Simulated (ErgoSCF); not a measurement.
# AlH2F (SMILES [H][Al]([H])[F]) in ErgoSCF

Aim: a single-point energy of AlH2F.

Program for the calculation: ErgoSCF 3.8.

6 further runs of the same task are left out: 2 that didn't finish, 4 set aside as unsound or not needed.

### Step 1. The structure to begin with

AlH2F: 4 atoms, total charge 0, spin state singlet. As SMILES, `[H][Al]([H])[F]`. The shape comes from GFN2-xTB, which is rough for such elements, and wasn't checked as a minimum.

Bond lengths: Al1–F4 1.642 Å, Al1–H2 1.528 Å, Al1–H3 1.528 Å. Angles: H2–Al1–F4 119.2°, H3–Al1–F4 119.2°, H2–Al1–H3 121.7°.

### Step 2. The run

run.inp

```
set_nthreads(1)
molecule_inline Angstrom
Al     0.019600     0.032680     0.000940
H      1.546910    -0.017870     0.014080
H     -0.738990     1.358820    -0.019420
F     -0.827520    -1.373630     0.004400
EOF
scf.use_diagonalization = 1
scf.starting_guess_disturbance = 0.05
scf.force_unrestricted = 1
XC.type = "LMG"
basis = "STO-3G"
scf.convergence_threshold = 1e-06
scf.output_mulliken_pop = 1
tmpdir = "."
use_6_d_functions = 1
spin_polarization = 0
scf.max_number_of_iterations = 2
run "BPW91"
```

Launch:

```bash
$ ergo run.inp
```

The log of the run:

```text
INMA ERGO version 3.8
INMA reading input from file run.inp
INMA Al (charge=13.0) 0.037039 0.061756 0.001776
INMA H (charge=1.0) 2.923236 -0.033769 0.026607
INMA H (charge=1.0) -1.396489 2.567798 -0.036698
INMA F (charge=9.0) -1.563786 -2.595785 0.008315
INMA  use_diagonalization := 1
INMA  starting_guess_disturbance := 0.05
INMA  force_unrestricted := 1
INMA  type := LMG
INMA  basis := STO-3G
INMA Basis really set to STO-3G
INMA  convergence_threshold := 1e-06
INMA  output_mulliken_pop := 1
INMA  use_6_d_functions := 1
INMA  spin_polarization := 0
INMA  max_number_of_iterations := 2
INMA running BPW91
INDF      This is a DFT calculation of type: BPW91
INDF Weighted mixed functional:
INDF                     PW91c:    1.00000
INDF                     Becke:    1.00000
INDF                    Slater:    1.00000
INMA Running BPW91
INSC SCF_general constructor, number of basis functions: 16
INSC Min internuclear distance:      2.88734 a.u.  =      1.52791 Angstrom
INSC Max internuclear distance:      5.16697 a.u.  =      2.73425 Angstrom
INSC Euclidean norm of overlap matrix =          1.75665410137  (acc 1.49e-08)
INSC Euclidean norm of invCholFactor after truncation =          1.66162579453
INSC Beginning of SCF cycle 1
INDF Grid for charge 13: 50 radial points, 6028 total, r=7.544927
INDF Grid for charge 1: 34 radial points, 2696 total, r=6.545160
INDF Grid for charge 9: 45 radial points, 4770 total, r=4.249713
INDF Generating LMG grid Radint = 5e-09 AngInt: [ 6 29 ]
INDF Grid pruned from 16190 to 16105 grid points.
INDF Electrons:  23.8808114  -0.005:  U-xc energy -23.390431 (serial)
INSC nuclearEnergy, energy_2el, energy = 50.398213, 150.007691, -296.200526
INSC Energy   1 =       -296.20052645288
INSC maxabs FDS-SDF (alpha) is     11.4
INSC maxabs FDS-SDF (beta ) is     11.8
INDE E_HOMO =         -0.19891924504
INDE E_LUMO =         -0.15384633784
INDE E_HOMO =         -0.19469547451
INDE E_LUMO =         -0.14895896580
INSC <S2>_exact =   0.000, <S2> =          0.00031457331
INSC Beginning of SCF cycle 2
INDF Electrons:  23.9997971  -8e-06:  U-xc energy -31.007324 (serial)
INSC nuclearEnergy, energy_2el, energy = 50.398213, 199.253877, -337.233779
INSC Energy   2 =       -337.23377918036
INSC maxabs FDS-SDF (alpha) is    0.334
INSC maxabs FDS-SDF (beta ) is    0.333
TISC Main SCF loop took      0.26 usr cpu s       0.01 sys cpu s       0.28 wall s
INSC SCF: dipole_moment_x [atomic units] =       3.35708715
INSC SCF: dipole_moment_y [atomic units] =       5.18613310
INSC SCF: dipole_moment_z [atomic units] =      -0.01767500
INSC Sum of Mulliken charges (electrons):      24.0000000
INSC Mulliken charge of atom 0 =      -0.5737294
INSC Mulliken charge of atom 1 =       0.8222606
INSC Mulliken charge of atom 2 =       0.7521159
INSC Mulliken charge of atom 3 =      -1.0006472
INSC Sum of Mulliken atomic charges:       0.0000000
INSC Mulliken spin density of atom 0 =       0.0082624
INSC Mulliken spin density of atom 1 =      -0.0072407
INSC Mulliken spin density of atom 2 =      -0.0010278
INSC Mulliken spin density of atom 3 =       0.0000061
INSC Sum of Mulliken atomic spin densities:      -0.0000000
```

On the terminal:

```text
Inline main molecule with 4 atoms.
```

Run time: 1.4 s. Hardware: 1 thread of Intel Xeon at 2.50GHz (Skylake/Cascade Lake), shared host; peak memory 0.27 GiB.

### Step 3. Diagnosis

No converged result was reached.

The cause is that the iteration cap is too low for convergence. To mend it: raise the iteration cap from 2.
